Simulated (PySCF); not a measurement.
Method: PySCF energies plus ideal-gas RRHO corrections (1 bar). The comparison is the NASA 1993 polynomial table, which mixes measured and estimated data. 6-31G* has spherical d functions here. All species are closed-shell singlets. The harmonic model lacks anharmonicity and excited electronic states, which grow with temperature; levels with a mode under 35 cm⁻¹ are left out.

Harmonic frequencies at HF/6-31G* (cm⁻¹): 4332. Point group C∞v; S°(298 K) = 173.5 J/mol/K at this level.

Work out Cp and S° of gaseous HF at 500, 800, 1200, 1600, 2000 K from these, and set them beside the table.


```csv
T (K),Cp HF/6-31G*,Cp table,S° HF/6-31G*,S° table
500,29.1,29.2,188.5,188.9
800,29.3,29.6,202.3,202.6
1200,30.4,31.1,214.3,214.9
1600,31.8,32.6,223.2,224.0
2000,33.0,34.0,230.5,231.4
```
Units J/mol/K.
